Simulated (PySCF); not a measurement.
An unknown is described by computed data only.

Formula: CHCl3.

| Quantity | Value |
| --- | --- |
| Rotational structure | rotational constants A, B, C: 3.297, 3.296, 1.716 GHz [GFN2-xTB] |
| XPS | Cl2p3/2 206.9 (×3), C1s 295.6, Cl1s 2829.5 (×3) eV [ΔSCF SCAN, pcX-2 on the ionised atom, pcseg-1 elsewhere, spin-free X2C, 2p3/2 from a spin–orbit splitting computed afterwards within the 2p shell] |
| 1H NMR | chemical shifts (computed TMS as zero) by class: 7.55 (1 H) ppm [GIAO PBE0/pcSseg-1] |
| Polarisability | 55.1 au [wB97X-D/def2-SVPD] |
| 13C NMR | chemical shifts (computed TMS as zero) by class: 105.2 (1 C) ppm [GIAO PBE0/pcSseg-1] |
| Dipole | 1.14 D [wB97X-D/def2-SVPD] |

The electronic properties come from PySCF, for the isolated species, density fitting. Levels stand in brackets. Isolated species at its GFN2-xTB geometry, gas phase. NMR values are class means; diastereotopic atoms form classes of their own.

Problem. Give a SMILES that accounts for the data.

Solution. Numbering: `[Cl:1][CH:2]([Cl:3])[Cl:4]`. Its formula, CHCl3, gives 0 degrees of unsaturation, so no ring and no π bond. The one carbon: CCl3 carbon [C2] (105.2 ppm). The one hydrogen (7.55 ppm): methine hydrogen. The core levels belong to: Cl2p3/2 206.9 eV, chlorine of a CCl3 group [Cl1/Cl3/Cl4]; C1s 295.6 eV, CCl3 carbon [C2]; Cl1s 2829.5 eV, chlorine of a CCl3 group [Cl1/Cl3/Cl4]. The optimised geometry has point group C3v and is an oblate symmetric top (the spread among constants that symmetry makes equal is optimisation noise). Structure: `ClC(Cl)Cl` (chloroform). The assignments are read from this structure; whether some other isomer fits the data as well wasn't checked. NMR values of atoms bound to several Cl lack the spin–orbit term that these neighbours bring.
